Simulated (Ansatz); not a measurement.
A ladder of methods for SiNH3 (SMILES [N][SiH3])

The species is SiNH3 (5 atoms), meant as a triplet with charge 0. As SMILES, `[N][SiH3]`. The coordinates come from a GFN2-xTB relaxation.

| atom | x (Å) | y (Å) | z (Å) |
| --- | --- | --- | --- |
| N | -1.5366 | 0.3343 | 0.4795 |
| Si | 0.0102 | -0.0023 | -0.0038 |
| H | 0.0649 | -0.3132 | -1.4454 |
| H | 0.5551 | -1.1630 | 0.7272 |
| H | 0.9063 | 1.1442 | 0.2425 |

Quantity: the energy change with the Si2–H3 bond stretched from 1.476 to 2.214 Å, in eV. The values are calculated.

```
          level                    kind  program  value (eV)
     UHF/STO-3G            Hartree–Fock   Ansatz        3.16
   UBLYP/STO-3G                     GGA   Ansatz        2.46
U-r2SCAN/STO-3G                meta-GGA   Ansatz        2.75
  UB3LYP/STO-3G           global hybrid   Ansatz        2.80
   UPBE0/STO-3G           global hybrid   Ansatz        2.93
 U-wB97X/STO-3G  range-separated hybrid   Ansatz        3.14
  UHSE06/STO-3G  range-separated hybrid   Ansatz        2.92
 UB2PLYP/STO-3G           double hybrid   Ansatz        3.01
    UMP2/STO-3G     perturbation theory   Ansatz        3.22
 UCCSDTQ/STO-3G   coupled cluster or CI   Ansatz        2.69
```

The first shape isn't each level's own minimum. The values span 2.46 to 3.22 eV. Spin contamination of the reference (⟨S²⟩ at least 0.1 too high) touches UHF/STO-3G, U-r2SCAN/STO-3G, UPBE0/STO-3G, U-wB97X/STO-3G, UHSE06/STO-3G, UB2PLYP/STO-3G, UMP2/STO-3G, UCCSDTQ/STO-3G. All rows use very small basis sets, so even the best lies far from the true value.
